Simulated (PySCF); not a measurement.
Compound: C₄H₁₀.
SMILES: `CC(C)C`

The closed-shell ground state was solved at several levels (PySCF, density fitting, gas phase, non-relativistic). Geometry: PBE0-D3(BJ)/def2-SVP; no solvent, vibrations or thermal averaging.

| level | basis functions | HOMO (eV) | LUMO (eV) | gap (eV) | dipole (D) |
| --- | --- | --- | --- | --- | --- |
| PBE0/pcJ-1 | 208 | -8.96 | 1.49 | 10.45 | 0.12 |
| PBE0/pcSseg-1 | 118 | -8.97 | 1.44 | 10.41 | 0.11 |
| wB97X-D/def2-SVPD | 160 | -10.87 | 2.42 | 13.29 | 0.13 |
| LC-wPBE/def2-SVPD | 160 | -11.73 | 2.52 | 14.25 | 0.12 |
| KT2/pcJ-1 | 208 | -7.71 | 0.52 | 8.23 | 0.13 |
| HF/pcJ-1 | 208 | -12.42 | 4.36 | 16.78 | 0.12 |
| LDA/pcJ-1 | 208 | -7.59 | 0.43 | 8.02 | 0.13 |
| BHandHLYP/pcJ-1 | 208 | -10.33 | 2.18 | 12.51 | 0.12 |
| B3LYP/6-31G* | 76 | -8.61 | 2.32 | 10.93 | 0.09 |
| B3LYP/6-31G-J | 88 | -8.62 | 2.26 | 10.88 | 0.08 |
| B3LYP/cc-pVTZ | 260 | -8.76 | 0.85 | 9.61 | 0.13 |

Task: Estimate the row for PBE0/def2-SVP, a basis of 106 functions; the other rows only guide the guess.

Result: HOMO -8.90 eV, LUMO 1.72 eV, gap 10.62 eV, dipole 0.09 D.

Task: Over all these levels, which gives the widest orbital gap and which the narrowest?

Result: HF/pcJ-1 (Hartree–Fock, all exact exchange) has the widest, 16.78 eV, and LDA/pcJ-1 (LDA) the narrowest, 8.02 eV. The two share the basis. From the narrowest to the widest the HOMO moves by -4.83 eV and the LUMO by +3.93 eV. The HOMO need not be the same orbital at Hartree–Fock and at DFT levels.

Task: How much does the basis alone move the frontier levels among the 3 PBE0 rows (the withheld one included)?

Result: The HOMO by 0.07 eV and the LUMO by 0.28 eV. By rising basis size (HOMO, LUMO in eV): def2-SVP -8.90, 1.72; pcSseg-1 -8.97, 1.44; pcJ-1 -8.96, 1.49.

Task: In the pcJ-1 basis, how does the gap go with the fixed share of exact exchange?

Result: LDA (0 %) 8.02 eV; KT2 (0 %) 8.23 eV; PBE0 (25 %) 10.45 eV; BHandHLYP (50 %) 12.51 eV; HF (100 %) 16.78 eV. Each rise in the share widens the gap here.

Task: How far do the dipole and the HOMO energy spread over the levels?

Result: The dipole runs from 0.08 to 0.13 D (mean 0.11 D) and the HOMO from -12.42 to -7.59 eV.
